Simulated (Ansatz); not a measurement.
## Counterpoise correction, worked out

The pair of H2O (SMILES O, atoms 1–3) and C2H4 (SMILES C=C, atoms 4–9), both closed shells, in one local arrangement (a lower one may exist), relaxed at PBE0-D4/def2-TZVP:

O1  (-0.363, 0.714, -2.160)
H2  (-0.218, 0.481, -1.236)
H3  (-0.282, -0.115, -2.637)
C4  (-0.505, -0.297, 1.072)
C5  (0.792, -0.062, 0.936)
H6  (-0.919, -1.293, 0.955)
H7  (-1.205, 0.496, 1.312)
H8  (1.207, 0.933, 1.058)
H9  (1.493, -0.856, 0.701)
(Å)

Program: Ansatz 0.2.0. Basis: def2-TZVPPD. Cores are frozen in the correlated methods.

MP2 total energies in eV:

| system | geometry | basis functions | energy |
| --- | --- | --- | --- |
| pair | pair | all | -4210.51396 |
| H2O | as in the pair | all (partner as ghosts) | -2076.97751 |
| C2H4 | as in the pair | all (partner as ghosts) | -2133.43477 |
| H2O | as in the pair | its own | -2076.96945 |
| C2H4 | as in the pair | its own | -2133.42138 |
| H2O | free (PBE0-D4 minimum) | its own | -2076.96972 |
| C2H4 | free (PBE0-D4 minimum) | its own | -2133.42025 |

(1) Work out the interaction energy with and without the counterpoise correction, the superposition error, and the binding energy from the relaxed fragments.

The T1 diagnostic stays at or below 0.011.

## Answers

(1) Without correction: -4210.51396 − (-2076.96945) − (-2133.42138) = -0.12313 eV.
With correction (each fragment in the whole basis): -4210.51396 − (-2076.97751) − (-2133.43477) = -0.10168 eV = -2.34 kcal/mol.
The superposition error is the difference, 0.02145 eV, 17 % of the uncorrected value: each fragment borrows its partner's functions.
Deformation from the free shapes: 0.00027 eV for H2O and -0.00113 eV for C2H4 (a small negative value is possible, since the free shapes are minima of another method).
Binding energy from relaxed fragments: -0.10168 + 0.00027 + (-0.00113) = -0.10254 eV = -2.36 kcal/mol (electronic, without zero-point energy; negative means bound). For comparison, the corrected interaction energy by CCSD(T) at an estimated basis limit (MP2 extrapolated from triple and quadruple zeta, plus CCSD(T) − MP2 in triple zeta) is -0.104 eV.

For scale, one of the runs: CCSD(T)/def2-TZVPPD, 216 basis functions, launched by `ansatz run in.yaml --threads 2 --pin off --events-out ev --progress --plain --max-ram 5222MiB`. Time: 70 s of wall clock on 2 CPU threads of an Arm Neoverse V1; the host was shared. Peak host memory: 3.3 GiB.
